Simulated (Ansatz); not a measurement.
# AlNH+ (triplet): wave-function methods side by side, def2-QZVPP

An exercise on one series of results from a longer session: the logs are not shown, and one member is left open.

Program: Ansatz 0.2.0, Gaussian basis. Level of theory: def2-QZVPP, core rule «outside noble gas», up to 6 orbitals frozen. These are calculated values, not measurements.

The runs, in order: UHF; ROHF; CCSD(T) on UHF.

## The geometry

The geometry is a PBE0/def2-TZVP stationary point (not a proven minimum) of the parent state, kept for this charge and spin.

3 atoms, charge 1, spin multiplicity 3.

Atoms are counted from 1 here; the program's logs count them from 0.

Bond lengths: Al1–N2 1.919 Å, Al1–H3 1.612 Å. Angles: N2–Al1–H3 112.5°.

Set-up of the first run:

Input file in.yaml:

```yaml
crystal:
  periodic: [false, false, false]
  atoms:
    - {symbol: Al, position_ang: [0.000000, -0.104664, 0.617425]}
    - {symbol: N, position_ang: [0.000000, 0.107524, -1.289743]}
    - {symbol: H, position_ang: [0.000000, 1.307572, 1.394905]}
basis:
  gaussian: {orbitals: "def2-QZVPP.json"}
total_charge: 1
magnetization: {spin_polarized: true, initial_magnetization: 2}
hamiltonian: {xc: hf}
output: {orbitals: {seedname: orbitals}}
```

On the command line:

```
$ ansatz run in.yaml --threads 1 --pin off --events-out ev --progress --plain --max-ram 2393MiB
```

Among the steps run: UHF; ROHF; CCSD(T) on UHF.

One of the session's tables, all rows but one given; the rest of the session is left out.

| method | from UCCSD(T) (kcal/mol) |
| --- | --- |
| ROHF | +148.76 |
| UHF | +135.83 |
| UMP2 | ? |
| UCCSD | +5.45 |
| UCCSD(T) | 0 |

Q: Estimate the row for UMP2 from the others.

**Answer.** from UCCSD(T) (kcal/mol): +33.17. In the column «from UCCSD(T) (kcal/mol)» it lies between UCCSD (+5.45) and UHF (+135.83).

Caveats from the session: The determinant is far from a pure spin state, so its energy mixes those of several spin states (harmless only where they are near-degenerate, as at dissociation).
